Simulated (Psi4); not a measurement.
# AlH3S (SMILES [AlH2][SH]) at 3 levels

We compute a comparison of 3 runs (B3LYP/6-31G*, MP2/6-31G*, FNO-MP3/def2-SVPD) of AlH3S. 

The results are computed with Psi4 1.11.

1 further run of the same task is left out (set aside as unsound or not needed).

## 1. The system as given

AlH3S has 5 atoms, charge 0, and is taken as a singlet. SMILES: `[AlH2][SH]`. Geometry: relaxed at PBE0-D4/def2-TZVP.

Bond lengths: Al1–S2 2.181 Å, Al1–H3 1.579 Å, Al1–H4 1.581 Å, S2–H5 1.344 Å. Angles: Al1–S2–H5 93.7°, S2–Al1–H3 116.5°, S2–Al1–H4 118.9°, H3–Al1–H4 124.6°.

## 2. A single-point energy at B3LYP/6-31G(d) (spherical functions) (run 1)

Contents of job.dat:

```
memory 1600 mb

molecule {
  0 1
  Al    -0.616100    -0.064200    -0.181700
  S      1.129100    -0.343100     1.096600
  H     -1.981700    -0.650100     0.351100
  H     -0.441100     0.696000    -1.556400
  H      1.959700     0.287800     0.249000
  units angstrom
  symmetry c1
}

set globals {
  basis 6-31G*
  puream true
  e_convergence 1e-09
  d_convergence 1e-08
  scf_type pk
  dft_radial_points 99
  dft_spherical_points 590
}

e, wfn = energy('b3lyp', return_wfn=True)
oeprop(wfn, 'QUADRUPOLE', 'LOWDIN_CHARGES', 'WIBERG_LOWDIN_INDICES', title='B3LYP')
```

Command:

```sh
$ psi4 -i job.dat -o job.out -n 1
```

job.out:

```text
[...]
  Running in c1 symmetry.
[...]
  Nuclear repulsion =   73.814899731463512
[...]
  Multiplicity = 1
[...]
  Nalpha       = 16
  Nbeta        = 16
[...]
    Number of basis functions: 42
[...]
   @RKS iter   1:  -642.38222291618911   -3.31751e-01   7.09421e-03 DIIS/ADIIS
[...]
   @RKS iter  10:  -642.44952232972003   -6.82121e-13   3.30758e-09 DIIS
[...]
  @RKS Final Energy:  -642.44952232972003
   => Energetics <=
    Nuclear Repulsion Energy =             73.8148997314635125
    One-Electron Energy =               -1035.9045265098052369
    Two-Electron Energy =                 356.3021079742105712
    DFT Exchange-Correlation Energy =     -36.6620035255888368
    Empirical Dispersion Energy =           0.0000000000000000
    VV10 Nonlocal Energy =                  0.0000000000000000
    Total Energy =                       -642.4495223297200255
[...]
 Multipole Moments:
 ------------------------------------------------------------------------------------
     Multipole            Electronic (a.u.)      Nuclear  (a.u.)        Total (a.u.)
 ------------------------------------------------------------------------------------
 L = 1.  Multiply by 2.5417464519 to convert [e a0] to [Debye]
 Dipole X            :          0.3811502           -0.4192212           -0.0380710
 Dipole Y            :         -0.5197118            0.7446734            0.2249616
 Dipole Z            :          1.1543360           -1.5994045           -0.4450686
 Magnitude           :                                                    0.5001431
 L = 2.  Multiply by 1.3450342976 to convert [e a0^2] to [Debye ang]
 Quadrupole XX       :       -129.5003894          108.6323041          -20.8680853
 Quadrupole XY       :          8.6391771           -8.3765251            0.2626520
[...]
```

Wall time 7.8 s (1 thread of Intel Xeon Platinum 8259CL at 2.50GHz (Skylake/Cascade Lake), shared host); peak memory 0.53 GiB.

## 3. A single-point energy at MP2/6-31G(d) (spherical functions) (run 2)

Contents of job.json:

```json
{
  "schema_name": "qcschema_input",
  "schema_version": 1,
  "molecule": {
    "schema_name": "qcschema_molecule",
    "schema_version": 2,
    "symbols": ["Al", "S", "H", "H", "H"],
    "geometry": [-1.16426027, -0.12132042, -0.34336324, 2.13368977, -0.64836503, 2.07227367, -3.74487026, -1.22851095, 0.66348284, -0.83355819, 1.31524938, -2.94116974, 3.70329629, 0.54386318, 0.47054181],
    "molecular_charge": 0,
    "molecular_multiplicity": 1,
    "fix_symmetry": "c1"
  },
  "driver": "energy",
  "model": {
    "method": "mp2",
    "basis": "6-31G*"
  },
  "keywords": {
    "puream": true,
    "e_convergence": 1e-09,
    "d_convergence": 1e-08,
    "scf_type": "pk",
    "num_frozen_docc": 10,
    "mp2_type": "conv"
  }
}
```

Command:

```sh
$ psi4 --qcschema job.json -n 1 --memory 1600MB
```

stdout:

```text
[...]
  Running in c1 symmetry.
[...]
  Nuclear repulsion =   73.814899680884807
[...]
  Multiplicity = 1
[...]
  Nalpha       = 16
  Nbeta        = 16
[...]
    Number of basis functions: 42
[...]
   @RHF iter   1:  -641.15630785712051   -6.00717e-01   4.41893e-03 ADIIS/DIIS
[...]
   @RHF iter  10:  -641.18749399882051   -1.27329e-11   7.19161e-09 DIIS
[...]
  @RHF Final Energy:  -641.18749399882051
   => Energetics <=
    Nuclear Repulsion Energy =             73.8148996808848068
    One-Electron Energy =               -1035.7241980138746840
    Two-Electron Energy =                 320.7218043341693487
    Total Energy =                       -641.1874939988206279
[...]
 Multipole Moments:
 ------------------------------------------------------------------------------------
     Multipole            Electronic (a.u.)      Nuclear  (a.u.)        Total (a.u.)
 ------------------------------------------------------------------------------------
 L = 1.  Multiply by 2.5417464519 to convert [e a0] to [Debye]
 Dipole X            :          0.2489474           -0.4192212           -0.1702738
 Dipole Y            :         -0.4951230            0.7446734            0.2495505
 Dipole Z            :          1.0509383           -1.5994045           -0.5484662
 Magnitude           :                                                    0.6261659
[...]
	SCS-MP2 Total Energy (a.u.)        :  -641.36102948571227
	SOS-MP2 Total Energy (a.u.)        :  -641.34964916498632
	SCSN-MP2 Total Energy (a.u.)       :  -641.24758209225377
[...]
	SOS-PI-MP2 Total Energy (a.u.)     :  -641.37667502601391
[...]
	MP2 Total Energy (a.u.)            :  -641.35676426613668
[...]
```

The result, in JSON:

```text
{
 "driver": "energy",
 "model": {
  "method": "mp2",
  "basis": "6-31G*"
 },
 "success": true,
 "return_result": -641.3567642661367,
 "properties": {
  "calcinfo_nbasis": 42,
  "calcinfo_nmo": 42,
  "calcinfo_nalpha": 16,
  "calcinfo_nbeta": 16,
  "calcinfo_natom": 5,
  "nuclear_repulsion_energy": 73.8148996808848,
  "return_energy": -641.3567642661367,
  "scf_one_electron_energy": -1035.7241980138747,
  "scf_two_electron_energy": 320.72180433416935,
  "scf_dipole_moment": [-0.17027375432147718, 0.24955046973432865, -0.5484661664174113],
  "scf_total_energy": -641.1874939988205,
  "scf_iterations": 10,
  "mp2_same_spin_correlation_energy": -0.03414096217800204,
  "mp2_opposite_spin_correlation_energy": -0.13512930513814747,
  "mp2_singles_energy": 0.0,
  "mp2_doubles_energy": -0.16927026731614953,
  "mp2_correlation_energy": -0.1692702673161648,
  "mp2_total_energy": -641.3567642661367
 }
}
```

Run time: 2.7 s. Hardware: 1 thread of Intel Xeon Platinum 8259CL at 2.50GHz (Skylake/Cascade Lake), shared host; peak memory 0.2 GiB.

## 4. A single-point energy at FNO-MP3/def2-SVPD (fitted SCF) (run 3)

Contents of input.inp:

```
memory 1600 mb

molecule {
  0 1
  Al    -0.616100    -0.064200    -0.181700
  S      1.129100    -0.343100     1.096600
  H     -1.981700    -0.650100     0.351100
  H     -0.441100     0.696000    -1.556400
  H      1.959700     0.287800     0.249000
}

set {
  scf_type     disk_df
  freeze_core  true
  df_basis_scf def2-universal-jkfit
  mp_type      conv
}

result = energy('fno-mp3/def2-SVPD')
```

Command:

```sh
$ psi4 input.inp input.out -n 1
```

input.out:

```text
[...]
  Running in c1 symmetry.
[...]
  Nuclear repulsion =   73.814899731463512
[...]
  Multiplicity = 1
[...]
  Nalpha       = 16
  Nbeta        = 16
[...]
    Number of basis functions: 75
[...]
   @DF-RHF iter   1:  -641.00261855956546   -5.72861e-01   2.58893e-03 DIIS/ADIIS
[...]
   @DF-RHF iter  10:  -641.03334929559571   -1.30740e-11   5.49859e-09 DIIS
[...]
  @DF-RHF Final Energy:  -641.03334929559571
   => Energetics <=
    Nuclear Repulsion Energy =             73.8148997314635125
    One-Electron Energy =               -1035.3069060289788013
    Two-Electron Energy =                 320.4586570019196188
    Total Energy =                       -641.0333492955957126
[...]
 Multipole Moments:
 ------------------------------------------------------------------------------------
     Multipole            Electronic (a.u.)      Nuclear  (a.u.)        Total (a.u.)
 ------------------------------------------------------------------------------------
 L = 1.  Multiply by 2.5417464519 to convert [e a0] to [Debye]
 Dipole X            :          0.3220437           -0.4192212           -0.0971775
 Dipole Y            :         -0.5465469            0.7446734            0.1981265
 Dipole Z            :          1.1802434           -1.5994045           -0.4191611
 Magnitude           :                                                    0.4737021
[...]
      * MP2 total energy:                   -641.247839549109
[...]
      * MP2 total energy:                   -641.247839549109
[...]
      * MP3 total energy:                   -641.277603359290
[...]
```

Run time: 5.7 s. Hardware: 1 thread of Intel Xeon Platinum 8259CL at 2.50GHz (Skylake/Cascade Lake), shared host; peak memory 0.4 GiB.

## 5. All runs side by side

| run | level | frozen core orbitals | integration grid | energy (Eh) | HOMO energy (eV) | LUMO energy (eV) | HOMO–LUMO gap (eV) | wall time |
| --- | --- | --- | --- | --- | --- | --- | --- | --- |
| 1 | B3LYP/6-31G* (spherical functions) | 0 | 99 radial × 590 angular | -642.449522 | -7.51 | -1.59 | 5.92 | 7.8 s |
| 2 | MP2/6-31G* (spherical functions) | 10 | – | -641.356764 | -10.47 | 1.22 | 11.69 | 2.7 s |
| 3 | FNO-MP3/def2-SVPD (fitted SCF) | 10 | – | -641.277603 | -10.54 | 1.29 | 11.83 | 5.7 s |

## 6. Summary of results

| quantity | value |
| --- | --- |
| run 3: total energy | -641.27760 Eh |
| run 3: HOMO energy (Hartree–Fock orbitals) | -10.54 eV |
| run 3: LUMO energy (Hartree–Fock orbitals) | 1.29 eV |
| run 3: HOMO–LUMO gap (Hartree–Fock orbitals) | 11.83 eV |
| run 3: correlation energy (10 core orbitals frozen) | -244.3 mEh |

All runs together took 16 s, the longest 7.8 s.
